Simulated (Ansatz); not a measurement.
Mulliken charges of BH7Si2, SMILES `[SiH3]B[SiH3]` from PBE/def2-TZVPP in Ansatz (PBE0-D4/def2-TZVP geometry).

```tsv
atom	x (Å)	y (Å)	z (Å)	charge (e)
Si1	-1.228	1.012	-0.795	0.075
B2	0.497	0.010	-0.588	0.081
Si3	1.088	-0.928	1.084	0.075
H4	-2.190	0.011	-1.351	-0.041
H5	-1.138	2.141	-1.761	-0.048
H6	-1.793	1.524	0.483	-0.049
H7	1.171	-0.138	-1.568	0.047
H8	0.634	-2.342	0.916	-0.041
H9	0.474	-0.397	2.331	-0.049
H10	2.568	-0.943	1.252	-0.048
```

**Question.** By hand: the dipole of these point charges (1 e Å = 4.8032 D).

**Answer.** Σ q r = (0.145, -0.017, -0.195) e Å, of length 0.244 e Å = 1.17 D.

**Question.** How does the dipole of the full density compare? (Best estimate.)

**Answer.** Computed: (0.048, 0.017, -0.043) e Å, 0.32 D; the point charges give 3.66 times that, at 22° from its direction.

Point charges leave out the atoms' own dipoles, such as those of lone pairs, and Mulliken's split depends on the basis, so the two needn't agree.
